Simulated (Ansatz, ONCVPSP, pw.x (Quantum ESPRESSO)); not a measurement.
**pw.x on bcc W: one setting changed**

Potential: optimised norm-conserving Vanderbilt (ONCV), ONCVPSP 4.0.1.1 (patched build), PBE; core [Kr] 4d10 4f14, reference 5s2 5p6 5d4 6s2; waves: 5s+6s: rc 1.65 bohr, ncon 4, nbas 7, qcut 7.2 1/bohr, 2 projectors; 5p: rc 2.10 bohr, ncon 4, nbas 9, qcut 6.7 1/bohr, 2 projectors, debl 3.3 Ha; 5d: rc 2.65 bohr, ncon 3, nbas 8, qcut 5.5 1/bohr, 2 projectors, debl 3.8 Ha; local part: polynomial inside 1.35 bohr (lpopt 5, dvloc0 2 Ha); core correction: none.

The reference run (k-mesh 14³, cutoffs 55/220 Ry, Fermi–Dirac 0.01 Ry, mixing_beta 0.4, conv_thr 1e-9, no spin) gives -2.03 GPa at 16.130 Å³/atom, where all-electron LAPW gives 0.30 GPa. This run, with its own iteration cap, changes mixing_mode to TF.

```
&control
  calculation='scf', prefix='x', pseudo_dir='./', outdir='./tmp', tstress=.true., disk_io='none'
/
&system
  ibrav=0, nat=1, ntyp=1, ecutwfc=55, ecutrho=220, nbnd=15,
  occupations='smearing', smearing='fd', degauss=0.01
/
&electrons
  conv_thr=1e-09, mixing_beta=0.4, electron_maxstep=70, mixing_mode='TF'
/
ATOMIC_SPECIES
W 1.0 W.UPF
CELL_PARAMETERS angstrom
  -1.59168867 1.59168867 1.59168867
  1.59168867 -1.59168867 1.59168867
  1.59168867 1.59168867 -1.59168867
ATOMIC_POSITIONS crystal
W 0.0000 0.0000 0.0000
K_POINTS automatic
14 14 14 0 0 0
```

```bash
pw.x < W.scf.in > W.scf.out
```

Problem. How does the run end?

Solution. It converges in 7 iterations; the free energy moves by +0.0 meV/atom and the pressure by +0.00 GPa. The result is that of the reference run.

```
Message from routine setup:
     using ibrav=0 with symmetry is DISCOURAGED, use correct ibrav instead
     lattice parameter (alat)  =       5.2098  a.u.
     unit-cell volume          =     108.8506 (a.u.)^3
     number of electrons       =        14.00
     number of Kohn-Sham states=           15
     kinetic-energy cutoff     =      55.0000  Ry
     charge density cutoff     =     220.0000  Ry
     scf convergence threshold =      1.0E-09
     Exchange-correlation= PBE
     number of k points=   104  Fermi-Dirac smearing, width (Ry)=  0.0100
     iteration #  1     ecut=    55.00 Ry     beta= 0.40
     total energy              =    -136.89736953 Ry
     estimated scf accuracy    <       0.03675927 Ry
     iteration #  2     ecut=    55.00 Ry     beta= 0.40
     total energy              =    -136.89021932 Ry
     estimated scf accuracy    <       0.01684671 Ry
     iteration #  3     ecut=    55.00 Ry     beta= 0.40
     total energy              =    -136.89270781 Ry
     estimated scf accuracy    <       0.00007475 Ry
     iteration #  4     ecut=    55.00 Ry     beta= 0.40
     total energy              =    -136.89271839 Ry
     estimated scf accuracy    <       0.00003608 Ry
     iteration #  5     ecut=    55.00 Ry     beta= 0.40
     total energy              =    -136.89272474 Ry
     estimated scf accuracy    <       0.00000013 Ry
     iteration #  6     ecut=    55.00 Ry     beta= 0.40
     total energy              =    -136.89272477 Ry
     estimated scf accuracy    <          4.8E-09 Ry
     iteration #  7     ecut=    55.00 Ry     beta= 0.40
     the Fermi energy is    22.0905 ev
!    total energy              =    -136.89272477 Ry
     estimated scf accuracy    <          5.9E-10 Ry
     smearing contrib. (-TS)   =      -0.00242914 Ry
     The total energy is F=E-TS. E is the sum of the following terms:
     one-electron contribution =     -19.50785724 Ry
     hartree contribution      =      16.44126951 Ry
     xc contribution           =     -15.25256676 Ry
     ewald contribution        =    -118.57114115 Ry
     convergence has been achieved in   7 iterations
          total   stress  (Ry/bohr**3)                   (kbar)     P=      -20.30
     Message from routine punch:
     Nothing written, as per user request (disk_io='none')
```

The run took about 20 s on one core of a shared host (Neoverse-N1, 64 threads, 124 GiB, load 58).
